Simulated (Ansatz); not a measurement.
Born–Oppenheimer molecular dynamics of H$_{6}$OSi$_{2}$ (9 atoms, charge 0, multiplicity 1). It starts from a relaxed structure.

Computed with RKS PBE-D4/6-31G* (Ansatz 0.2.0).

| Quantity | Value |
| --- | --- |
| ensemble | NVT, Langevin thermostat |
| time step | 1 fs |
| steps asked | 166 |
| set temperature | 700 K |
| friction | 0.05 /fs |
| seed | 336895 |

Frames 10 fs apart, positions in Å, forces in eV/Å.

Velocities at 30.0 fs (Å/ps):

```
Si -3.81 1.91 5.83
H 22.33 -16.76 -10.29
H -1.02 2.63 -3.33
H -17.42 3.28 -36.39
O -1.14 -8.37 13.81
Si -2.75 2.84 -15.01
H 33.12 -19.49 4.44
H 9.11 9.41 10.17
H 28.05 -34.76 -8.70
```

```xyz
9
Properties=species:S:1:pos:R:3:forces:R:3 time_fs=30.0 energy_less_start_eV=0.327 T=840
Si 0.007 0.148 0.011 0.46 -2.27 0.19
H 0.517 0.458 1.407 -0.17 0.01 -0.27
H 1.189 0.191 -0.944 -0.47 0.37 0.16
H -1.166 1.017 -0.283 -0.05 0.12 -0.21
O -0.409 -1.559 -0.080 0.63 2.19 0.28
Si -1.717 -2.527 0.139 -1.88 0.33 0.29
H -2.260 -2.785 1.534 0.69 0.00 0.09
H -3.051 -1.984 -0.410 0.62 0.04 -0.24
H -1.405 -3.773 -0.538 0.18 -0.79 -0.29
9
Properties=species:S:1:pos:R:3:forces:R:3 time_fs=40.0 energy_less_start_eV=0.431 T=916
Si -0.044 0.128 0.051 0.90 -2.21 0.31
H 0.625 0.381 1.406 -0.62 0.38 -0.39
H 1.030 0.181 -0.952 0.45 0.45 -0.37
H -1.157 0.943 -0.473 -0.46 0.38 0.29
O -0.382 -1.556 0.048 -0.75 0.96 -0.40
Si -1.759 -2.529 -0.014 1.35 0.00 0.80
H -1.982 -2.886 1.382 -0.46 -0.25 0.85
H -3.013 -1.861 -0.447 -0.12 0.07 -0.56
H -1.336 -3.851 -0.590 -0.30 0.21 -0.54
9
Properties=species:S:1:pos:R:3:forces:R:3 time_fs=50.0 energy_less_start_eV=0.488 T=941
Si -0.115 0.053 0.060 0.02 2.74 -0.75
H 0.445 0.496 1.370 -0.20 0.08 0.25
H 1.036 0.215 -0.893 -0.14 0.11 -0.14
H -1.315 1.095 -0.403 1.16 -1.32 0.54
O -0.470 -1.519 0.119 -1.49 -1.74 -0.55
Si -1.800 -2.561 -0.097 0.40 -0.30 -0.78
H -1.975 -2.971 1.317 -0.43 -0.47 0.07
H -3.098 -2.013 -0.729 0.62 0.20 0.47
H -1.481 -3.713 -1.118 0.06 0.69 0.90
9
Properties=species:S:1:pos:R:3:forces:R:3 time_fs=60.0 energy_less_start_eV=0.679 T=481
Si -0.197 0.059 0.030 2.99 -0.37 1.59
H 0.303 0.527 1.447 -0.23 -0.49 -0.95
H 0.885 0.365 -0.991 -0.06 -0.44 0.24
H -1.154 0.994 -0.300 -2.43 1.46 -0.69
O -0.620 -1.535 0.104 2.07 1.52 0.36
Si -1.780 -2.589 -0.157 -1.40 -2.68 0.75
H -2.115 -3.347 1.244 0.29 0.61 -1.58
H -2.872 -1.823 -0.675 -1.47 0.60 -0.18
H -1.492 -3.493 -1.337 0.23 -0.21 0.47
9
Properties=species:S:1:pos:R:3:forces:R:3 time_fs=70.0 energy_less_start_eV=0.383 T=598
Si -0.245 0.056 0.028 -0.77 0.31 -1.68
H 0.037 0.562 1.376 0.33 0.25 0.40
H 0.765 0.166 -1.068 0.60 0.17 0.40
H -1.360 0.855 -0.657 0.05 -0.14 0.59
O -0.624 -1.544 0.073 0.68 -0.75 0.79
Si -1.829 -2.632 -0.183 -1.61 1.58 -0.23
H -2.300 -3.518 0.917 0.33 -0.04 0.36
H -2.979 -1.645 -0.498 0.09 -0.77 0.03
H -1.547 -3.444 -1.350 0.29 -0.61 -0.68
9
Properties=species:S:1:pos:R:3:forces:R:3 time_fs=80.0 energy_less_start_eV=0.484 T=629
Si -0.325 0.028 -0.009 0.06 -0.64 -2.86
H -0.011 0.630 1.232 -0.19 0.77 1.70
H 1.023 0.022 -0.701 -0.29 0.47 -0.17
H -1.468 0.732 -0.891 0.99 -0.48 0.98
O -0.572 -1.624 0.052 -0.62 -0.13 0.59
Si -1.893 -2.617 -0.194 0.28 0.58 -2.93
H -2.234 -3.444 0.901 -0.25 -0.93 1.47
H -3.118 -1.779 -0.583 0.36 -0.25 0.19
H -1.541 -3.531 -1.444 -0.33 0.62 1.03
9
Properties=species:S:1:pos:R:3:forces:R:3 time_fs=90.0 energy_less_start_eV=0.495 T=601
Si -0.375 -0.015 -0.053 2.28 -0.54 2.37
H -0.172 0.681 1.366 -0.42 -0.62 -0.96
H 1.037 0.123 -0.589 -0.46 0.23 -0.41
H -1.473 0.659 -0.658 -1.05 0.70 -0.99
O -0.600 -1.676 0.056 -0.96 0.47 -0.54
Si -1.968 -2.648 -0.262 1.00 0.41 1.93
H -2.030 -3.331 1.111 -0.28 -0.32 -0.76
H -3.297 -1.922 -0.363 0.29 -0.02 -0.41
H -1.542 -3.484 -1.409 -0.39 -0.29 -0.24
9
Properties=species:S:1:pos:R:3:forces:R:3 time_fs=100.0 energy_less_start_eV=0.322 T=502
Si -0.389 -0.066 -0.068 -0.67 -0.42 -0.58
H -0.455 0.618 1.232 0.22 0.11 0.51
H 0.782 0.360 -0.876 0.55 -0.31 0.16
H -1.475 0.511 -0.899 -0.48 0.11 -0.11
O -0.649 -1.730 0.100 -0.25 0.56 -0.51
Si -2.042 -2.640 -0.261 2.12 -0.84 -0.01
H -1.976 -3.606 0.846 -0.35 -0.47 0.25
H -3.266 -1.928 -0.303 -1.42 1.13 0.15
H -2.016 -3.378 -1.582 0.28 0.15 0.13
9
Properties=species:S:1:pos:R:3:forces:R:3 time_fs=110.0 energy_less_start_eV=0.389 T=602
Si -0.396 -0.085 -0.115 -0.54 -0.22 -1.46
H -0.629 0.611 1.186 0.18 0.22 -0.05
H 0.951 0.146 -0.797 -0.24 -0.08 0.61
H -1.390 0.366 -1.237 0.41 0.02 0.82
O -0.674 -1.728 0.130 -0.53 -0.51 -0.37
Si -2.104 -2.579 -0.256 -0.40 0.21 0.97
H -2.114 -3.931 0.502 -0.04 0.95 0.10
H -3.325 -1.586 0.009 0.91 -0.98 -0.09
H -2.284 -3.150 -1.617 0.26 0.39 -0.54
9
Properties=species:S:1:pos:R:3:forces:R:3 time_fs=120.0 energy_less_start_eV=0.376 T=671
Si -0.399 -0.109 -0.216 0.08 -0.18 0.60
H -0.591 0.703 1.037 -0.24 0.01 -0.10
H 1.086 -0.122 -0.382 0.00 0.28 -0.53
H -1.298 0.506 -1.315 0.59 -0.43 0.35
O -0.701 -1.741 0.111 0.93 0.52 0.28
Si -2.083 -2.541 -0.242 -1.71 0.10 0.99
H -2.358 -3.899 0.429 0.50 0.59 -0.23
H -3.212 -1.591 0.158 0.03 -0.42 -0.02
H -2.141 -2.613 -1.674 -0.18 -0.47 -1.33
9
Properties=species:S:1:pos:R:3:forces:R:3 time_fs=130.0 energy_less_start_eV=0.713 T=617
Si -0.376 -0.113 -0.321 0.88 -0.77 1.49
H -0.818 0.769 0.797 0.30 -0.14 0.59
H 1.085 -0.094 -0.609 0.07 0.21 0.02
H -1.073 0.698 -1.306 -0.68 -0.35 -1.34
O -0.616 -1.777 0.102 -0.61 1.36 -0.15
Si -2.093 -2.497 -0.258 0.04 0.64 -1.97
H -2.201 -3.813 0.359 0.31 -0.83 0.03
H -3.390 -1.889 0.161 0.03 0.52 0.24
H -2.070 -2.332 -1.839 -0.35 -0.65 1.09
9
Properties=species:S:1:pos:R:3:forces:R:3 time_fs=140.0 energy_less_start_eV=0.758 T=544
Si -0.360 -0.121 -0.348 0.80 -0.69 -2.71
H -0.793 0.734 0.739 0.07 0.60 0.78
H 1.103 -0.072 -0.939 -0.94 0.29 0.87
H -1.187 0.464 -1.665 0.57 -0.95 1.44
O -0.536 -1.774 0.092 -2.33 0.79 -0.75
Si -2.131 -2.467 -0.286 2.31 -1.64 0.63
H -1.939 -3.900 0.319 -0.45 1.00 -0.18
H -3.394 -1.812 0.160 0.10 0.34 0.24
H -2.206 -2.730 -1.746 -0.11 0.27 -0.32
```

Of the whole run (166 fs, mean temperature of the second half 638 K): A run of 0.17 ps of so small a system gives no equilibrium averages.

The run took 5 min on 1 thread of Arm Neoverse V1, with other jobs on the host, peak memory 0.12 GiB.
